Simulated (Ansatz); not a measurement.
The input, for Ansatz 0.2.0:

```yaml
crystal:
  periodic: [false, false, false]
  atoms:
    - {symbol: W, position_ang: [0.000000, 0.000000, 0.000000]}
    - {symbol: C, position_ang: [0.000000, 0.000000, 1.923200]}
basis:
  gaussian: {orbitals: def2-SVP}
total_charge: 1
magnetization: {spin_polarized: false, initial_magnetization: 5}
correlation: {method: sc_nevpt2, electrons: all}
accuracy: high
```

```sh
$ ansatz run in.yaml --threads 1 --pin off --events-out ev --progress --plain --max-ram 2393MiB
```

Problem. What does the program do with this input?

Solution. Refused. The input was made wrong on purpose (method needs an active space), so the run isn't a sound calculation of what was asked.
```
Error: this correlation method needs an active space: name one as the reference
```
